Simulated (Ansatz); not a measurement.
The input, for Ansatz 0.2.0:

```yaml
crystal:
  periodic: [false, false, false]
  atoms:
    - {symbol: V, position_ang: [0.000000, 0.000000, 0.000000]}
    - {symbol: N, position_ang: [0.000000, 0.000000, 1.619800]}
basis:
  gaussian: {orbitals: def2-SVP}
magnetization: {spin_polarized: false, initial_magnetization: 2}
correlation: {method: ccsdtq, electrons: outside_noble_gas}
```

```sh
$ ansatz run in.yaml --threads 2 --pin off --events-out ev --progress --plain --max-ram 24576MiB --backend cuda --devices 0, --max-vram 18GiB
```

Output:

```
870 factors; integrals over basis functions are off by at most 1.5e-7 eV
mean field evaluation 1: about -27113.8543 eV, gradient 7.6e1 eV
mean field evaluation 2: about -27113.9511 eV, gradient 7.6e1 eV
mean field evaluation 4: about -27128.8036 eV, gradient 8.2e0 eV
mean field evaluation 8: about -27129.0373 eV, gradient 1.2e0 eV
mean field evaluation 16: about -27129.1279 eV, gradient 2.3e-1 eV
mean field evaluation 32: about -27128.4980 eV, gradient 6.0e0 eV
mean field evaluation 64: about -27125.6903 eV, gradient 3.5e1 eV
mean field evaluation 96: about -27128.0441 eV, gradient 4.4e-1 eV
mean field evaluation 128: about -27127.7156 eV, gradient 3.5e-2 eV
mean field evaluation 160: about -27123.4252 eV, gradient 3.5e1 eV
...
cycle  25  -10.62643702 eV  change   -3.1e-5 eV  update   2.7e-5
cycle  26  -10.62640340 eV  change    3.4e-5 eV  update   1.7e-5
cycle  27  -10.62638367 eV  change    2.0e-5 eV  update   1.8e-5
cycle  28  -10.62638297 eV  change    7.0e-7 eV  update   7.6e-6
cycle  29  -10.62637334 eV  change    9.6e-6 eV  update   5.9e-6
cycle  30  -10.62637146 eV  change    1.9e-6 eV  update   4.0e-6
cycle  31  -10.62637553 eV  change   -4.1e-6 eV  update   2.8e-6
cycle  32  -10.62637406 eV  change    1.5e-6 eV  update   1.2e-6
cycle  33  -10.62637328 eV  change    7.8e-7 eV  update   1.3e-6
cycle  34  -10.62637352 eV  change   -2.4e-7 eV  update   6.0e-7
Total energy: -27139.75457398 eV, -997.3675846073 hartree
```

Ran on 2 threads of AMD EPYC 7R13 with a shared H100 80 GB, shared host: 2.1 min wall, 0.88 GiB peak host memory.
